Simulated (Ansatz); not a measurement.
**BH3O (triplet): from Hartree-Fock to the top rungs at distance B1–H4 along a hydrogen transfer = 1.431 Å, cc-pVDZ**

An exercise on one series of results from a longer session: the logs are not shown, and one member is left open.

Program: Ansatz 0.2.0, Gaussian basis. Level of theory: cc-pVDZ, core rule «outside noble gas», up to 2 orbitals frozen. These are calculated values, not measurements.

To be run: UHF; CCSD(T) on ROHF; CCSD(T) on UHF; BCCD(T) on ROHF; CISD; CCSDT(Q) on ROHF; CCSDT(Q) on UHF; CASSCF and MRCISD+Q, 4 electrons in 4 orbitals; CASSCF and NEVPT2, 4 electrons in 4 orbitals.

17 further runs of the same task are left out: 9 for a known fault of the program, 2 for a mislabelled method, 5 that didn't finish, 1 set aside as unsound or not needed.

## The system

The geometry derives from fragments relaxed apart (PBE0/def2-TZVP) and kept rigid, so it is no stationary point. A hydrogen atom is moved between rigid fragments.

5 atoms, charge 0, spin multiplicity 3.

Atoms are counted from 1 here; the program's logs count them from 0.

Bond lengths: B1–H2 1.193 Å, B1–H3 1.193 Å, B1–H4 1.431 Å, H4–O5 1.085 Å. Angles: H2–B1–H3 120.0°, H2–B1–H4 120.0°, H3–B1–H4 120.0°, B1–H4–O5 180.0°.

Set-up of the first run:

in.yaml

```yaml
crystal:
  periodic: [false, false, false]
  atoms:
    - {symbol: B, position_ang: [-1.357297, 0.000000, 0.000000]}
    - {symbol: H, position_ang: [-1.954031, 1.033571, 0.000000]}
    - {symbol: H, position_ang: [-1.954031, -1.033571, 0.000000]}
    - {symbol: H, position_ang: [0.073703, 0.000000, 0.000000]}
    - {symbol: O, position_ang: [1.158703, 0.000000, 0.000000]}
basis:
  gaussian: {orbitals: cc-pVDZ}
magnetization: {spin_polarized: true, initial_magnetization: 2}
hamiltonian: {xc: hf}
output: {orbitals: {seedname: orbitals}}
```

On the command line:

```console
$ ansatz run in.yaml --threads 1 --pin off --events-out ev --progress --plain --max-ram 2393MiB
```

Among the steps run: UHF; CCSD(T) on ROHF; CCSD(T) on UHF; BCCD(T) on ROHF; CISD; CCSDT(Q) on ROHF; CCSDT(Q) on UHF; CASSCF and MRCISD+Q, 4 electrons in 4 orbitals; CASSCF and NEVPT2, 4 electrons in 4 orbitals.

One table of the session follows, with a row left open; its other results are not shown here.

```
   method  from UCCSDT(Q) (meV)
     ROHF                     ?
      UHF               +7269.2
     RMP2               +1064.8
     UMP2               +1144.6
     CISD                +651.5
    RCCSD                +161.5
    UCCSD                +152.5
 RCCSD(T)                 +33.7
 UCCSD(T)                 +33.2
  BCCD(T)                 +34.0
   RCCSDT                 +11.9
   UCCSDT                 +10.4
RCCSDT(Q)                  +1.6
UCCSDT(Q)                     0
```

**Question.** Estimate the row for ROHF.

**Answer.** from UCCSDT(Q) (meV): +7617.0. In the column «from UCCSDT(Q) (meV)» it is the highest.

Left out of the table: CASSCF pair, NEVPT2 pair, MRCISD pair, MRCISD+Q pair (the active space lost an orbital or holds another state than full CI finds).

Limits of these values: Restricted and unrestricted rows rest on different reference determinants; where their highest levels disagree by more than a few hundredths of an eV, they describe different states and don't form one ladder. Warnings in the runs' records: passed over end.
